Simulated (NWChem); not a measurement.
## Spin states of nitrogen (N₂)

```xyz
2

N      0.0000     0.0000     0.5502
N      0.0000     0.0000    -0.5502
```
Charge 0, spin multiplicity 1.

All runs are NWChem calculations. Structure: optimised with B3LYP/def2-SVP, a minimum by its harmonic frequencies.

Basis set: def2-TZVP. The gap is E(triplet) − E(singlet) at the geometry of the singlet, so a negative value puts the higher spin lower. Open shells are unrestricted, coupled cluster uses restricted open-shell references, and the singlet is the closed-shell solution. The triplet is the single determinant that the SCF runs reached, with unpaired electrons in orbitals of symmetry ag and b2g (D2h labels); it need not be the lowest triplet, which in molecules with degenerate π orbitals can need several determinants.

| method | vertical singlet-triplet gap (kcal/mol) | relative cost | difference from CCSD(T) |
|---|---|---|---|
| PBE0 | 176.5 | 1 | -9.1 |
| B3LYP | 176.9 | under 3 | -8.7 |
| PBE | 173.3 | under 3 | -12.4 |
| M06-2X | 185.2 | under 3 | -0.4 |
| HF | 178.5 | under 3 | -7.1 |
| B2PLYP | 181.2 | under 3 | -4.5 |
| MP2 | 189.5 | under 3 | +3.8 |
| CCSD(T) | 185.6 | 30 | 0.0 |
| CR-CCSD(T) | 185.9 | 30 | +0.3 |

The values span 16.2 kcal/mol, from PBE (lowest) to MP2 (highest). Costs are rough ratios of processor time within this set of runs, SCF included, with PBE0 as 1.

The correlated methods keep 2 core orbitals frozen. B3LYP has NWChem's definition, with VWN1-RPA local correlation. No SCF solution was tested for a lower state. Open-shell Hartree-Fock references start from PBE0 orbitals; any time given for them includes that run. No row is a measurement; the coupled-cluster row has its own basis-set and correlation limits.
